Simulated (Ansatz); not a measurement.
A nudged elastic band was laid between two geometries of CHO₃ (5 atoms, charge -1, multiplicity 1).

Level of theory: Ansatz, RKS PBE/def2-SVP.

```json
{
 "movable images": "7",
 "climbing image": "yes",
 "spring": "5.0 eV/Å²",
 "optimiser": "quadratic models (default)",
 "start path": "through a guess of the saddle point",
 "force threshold": "0.05 eV/Å",
 "iteration limit": "60",
 "end points": "relaxed"
}
```

Image 0:

```xyz
5
Properties=species:S:1:pos:R:3
O 0.155 -1.120 -0.684
C 0.202 -0.307 0.277
O 0.634 -0.395 1.441
O -0.367 1.000 -0.054
H -0.624 0.822 -0.980
```

Image 8:

```xyz
5
Properties=species:S:1:pos:R:3
O -0.288 -0.174 -1.012
C 0.006 0.316 0.335
O 0.558 -0.553 1.062
O -0.336 1.494 0.536
H 0.060 -1.082 -0.922
```

(1) What changes between the two ends?

(2) Give the energies along the band, and the barrier.

(3) What is the geometry of the highest image?

The band took 22 iterations and roughly 2.3 core-minutes.

Results:

(1) Bonds broken: O4–H5. Bonds formed: O1–H5.  The two ends are copies of one structure, up to a mirror image or an exchange of like atoms.

(2) It converged. The highest image is number 2 of 0 to 8, 0.77 eV above the ends, which have the same energy within 2 meV. The profile has 2 maxima (images 2, 6) with wells between them (image 4): this band takes more than one step, which may be the mechanism or a detour left from its start path. A vibrational analysis at the climbing image gives one clearly imaginary mode, 1496i cm⁻¹: a first-order saddle point. The orbitals stay closed-shell, which can raise the energy where a bond breaks towards radicals; this wasn't checked here. Limits of this set-up: an anion without diffuse functions, the dipole of an ion depends on the origin.

| image | path coordinate (Å) | energy (eV) | O4–H5 (Å) | O1–H5 (Å) |
| --- | --- | --- | --- | --- |
| 0 | 0.00 | 0.00 | 0.98 | 2.11 |
| 1 | 0.34 | 0.25 | 1.02 | 1.67 |
| 2 | 0.68 | 0.77 | 1.27 | 1.27 |
| 3 | 1.11 | 0.13 | 1.79 | 1.00 |
| 4 | 1.54 | 0.08 | 2.25 | 0.97 |
| 5 | 1.96 | 0.35 | 2.49 | 0.97 |
| 6 | 2.39 | 0.42 | 2.75 | 0.97 |
| 7 | 2.82 | 0.18 | 2.94 | 0.97 |
| 8 | 3.25 | 0.00 | 2.99 | 0.98 |

(3) 
```xyz
5
Properties=species:S:1:pos:R:3:forces:R:3
O 0.032 -0.840 -0.787 0.00 0.00 0.00
C 0.155 -0.109 0.343 0.00 0.00 0.00
O 0.643 -0.454 1.424 0.00 0.00 0.00
O -0.382 1.086 0.013 0.00 0.00 0.00
H -0.448 0.316 -0.993 0.00 0.00 0.00
```

Time of the run: 2.3 min on 1 thread of Intel(R) Xeon(R) Platinum 8488C (Sapphire Rapids), with other jobs on the host, peak memory 0.12 GiB.
